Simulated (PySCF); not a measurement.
Species: C3H6.
Cartesian coordinates in Å at the PBE0-D3(BJ)/def2-TZVP level; atoms count from 1:
```xyz
9
C3H6 angstrom
C      1.2969    0.4164   -0.2352
C      0.3153   -0.1183    0.4767
C     -1.0980   -0.2478    0.0243
H      1.1193    0.8073   -1.2326
H      2.3083    0.4832    0.1488
H      0.5382   -0.4985    1.4719
H     -1.7777    0.2742    0.7051
H     -1.2352    0.1613   -0.9783
H     -1.4116   -1.2965    0.0135
```

Level: wB97X-D/pcSseg-2 in PySCF, non-relativistic, on one gas-phase PBE0-D3(BJ)/def2-TZVP geometry that isn't relaxed in the solvent. The solvent is an IEF-PCM continuum (cavity from Bondi-type radii × 1.2). Only the electrostatic response of the medium enters.

Gas phase at wB97X-D/pcSseg-2: HOMO -9.25 eV, LUMO 2.21 eV, dipole 0.43 D.

Problem. What does the continuum do to the energy, the frontier levels and the dipole at wB97X-D/pcSseg-2 in chloroform?

Solution. 
```
   solvent      ε  E(solvent) − E(gas) (kcal/mol)  polarisation term (kcal/mol)  distortion of the solute (kcal/mol)  HOMO (eV)  LUMO (eV)  dipole (D)
chloroform  4.711                           -1.06                         -1.13                                 0.07      -9.25       2.21        0.54
```

Polarisation term: ½ Σ q·V over the induced surface charges. Distortion: the rise of the solute's own energy as its density leaves the gas-phase optimum.

The pairwise dispersion term of wB97X-D wasn't added to the energies; at a given geometry it leaves orbitals and properties as they are.
